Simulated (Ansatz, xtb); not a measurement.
**Relative energy of two isomers of C4H5F**

We compare I, `C=C/C=C\F`, a singlet, with II, `C=CC(=C)F`, a singlet. Both are isolated molecules in the gas phase, relaxed with B3LYP-D3(BJ)/def2-SVP; the shapes shown needn't be the lowest conformers.

I (Å):

```json
{"atom": "C", "x (Å)": "-2.2862", "y (Å)": "-1.5542", "z (Å)": "-0.4739"}
{"atom": "C", "x (Å)": "-1.4787", "y (Å)": "-0.4950", "z (Å)": "-0.6456"}
{"atom": "C", "x (Å)": "-0.6205", "y (Å)": "0.0544", "z (Å)": "0.3928"}
{"atom": "C", "x (Å)": "0.1887", "y (Å)": "1.1098", "z (Å)": "0.2330"}
{"atom": "F", "x (Å)": "0.2821", "y (Å)": "1.7709", "z (Å)": "-0.9282"}
{"atom": "H", "x (Å)": "-2.3450", "y (Å)": "-2.0782", "z (Å)": "0.4854"}
{"atom": "H", "x (Å)": "-2.9131", "y (Å)": "-1.9301", "z (Å)": "-1.2858"}
{"atom": "H", "x (Å)": "-1.4438", "y (Å)": "0.0063", "z (Å)": "-1.6180"}
{"atom": "H", "x (Å)": "-0.6244", "y (Å)": "-0.4164", "z (Å)": "1.3802"}
{"atom": "H", "x (Å)": "0.8362", "y (Å)": "1.5282", "z (Å)": "1.0081"}
```

II (Å):

```xyz
10

C    -1.1603   -0.9972   -1.8123
C    -1.4878   -0.6642   -0.5558
C    -0.6880    0.2149    0.2892
C    -0.9708    0.5770    1.5467
F     0.4311    0.6799   -0.2980
H    -0.2495   -0.6132   -2.2773
H    -1.7943   -1.6605   -2.4045
H    -2.4009   -1.0510   -0.0940
H    -0.3062    1.2427    2.0989
H    -1.8744    0.2055    2.0298
```

Quicker runs give these differences E(II) − E(I): GFN2-xTB −2.3 kJ/mol; HF/STO-3G −2.2 kJ/mol (at GFN2-xTB geometries); r2SCAN-D4/def2-SVP −9.8 kJ/mol (at GFN2-xTB geometries).

Question: Estimate E(II) − E(I) at the level CCSD(T)/def2-SVP + ΔMP2/def2-TZVPP.

Answer: Calculated at CCSD(T)/def2-SVP + ΔMP2/def2-TZVPP: E(II) − E(I) = −9.2 kJ/mol, so structure II lies lower.

The same difference at several levels:

```json
{"level": "GFN2-xTB", "geometry": "GFN2-xTB", "E(II) − E(I) (kJ/mol)": "−2.3", "departure from the last row (kJ/mol)": "+6.8", "job, with rough time for the two": "optimisation, 0.15 s"}
{"level": "HF/STO-3G", "geometry": "GFN2-xTB", "E(II) − E(I) (kJ/mol)": "−2.2", "departure from the last row (kJ/mol)": "+6.9", "job, with rough time for the two": "single point, 0.47 s"}
{"level": "r2SCAN-D4/def2-SVP", "geometry": "GFN2-xTB", "E(II) − E(I) (kJ/mol)": "−9.8", "departure from the last row (kJ/mol)": "−0.7", "job, with rough time for the two": "single point, 3.6 s"}
{"level": "B3LYP-D3(BJ)/def2-SVP", "geometry": "B3LYP-D3(BJ)/def2-SVP", "E(II) − E(I) (kJ/mol)": "−8.5", "departure from the last row (kJ/mol)": "+0.6", "job, with rough time for the two": "optimisation, 45 s"}
{"level": "HF/def2-SVP", "geometry": "B3LYP-D3(BJ)/def2-SVP", "E(II) − E(I) (kJ/mol)": "−9.0", "departure from the last row (kJ/mol)": "+0.1", "job, with rough time for the two": "part of the CCSD(T) run"}
{"level": "MP2/def2-SVP", "geometry": "B3LYP-D3(BJ)/def2-SVP", "E(II) − E(I) (kJ/mol)": "−8.0", "departure from the last row (kJ/mol)": "+1.2", "job, with rough time for the two": "part of the CCSD(T) run"}
{"level": "CCSD(T)/def2-SVP", "geometry": "B3LYP-D3(BJ)/def2-SVP", "E(II) − E(I) (kJ/mol)": "−8.1", "departure from the last row (kJ/mol)": "+1.1", "job, with rough time for the two": "single point"}
{"level": "CCSD(T)/def2-SVP + ΔMP2/def2-TZVPP", "geometry": "B3LYP-D3(BJ)/def2-SVP", "E(II) − E(I) (kJ/mol)": "−9.2", "departure from the last row (kJ/mol)": "", "job, with rough time for the two": "single point, 35 s"}
```

As drawn, both hold the same kinds of bond in the same numbers.

None of the levels shown reverses the order. The largest departure from CCSD(T)/def2-SVP + ΔMP2/def2-TZVPP is that of HF/STO-3G, 6.9 kJ/mol. The last row adds to CCSD(T) the change of the MP2 difference between the two basis sets, here −1.1 kJ/mol.

With harmonic frequencies from B3LYP-D3(BJ)/def2-SVP (ideal gas, rigid rotor, one conformer each, 298.15 K, 1 atm): on the last row, ΔE + ΔZPE = −10.4, ΔH = −10.7, ΔG = −9.7 kJ/mol.

The correlated steps freeze 5 core orbitals. Run with Ansatz 0.2.0, xtb 6.7.1; the last row on 2 threads of Intel(R) Xeon(R) Processor @ 2.70GHz on a shared host.
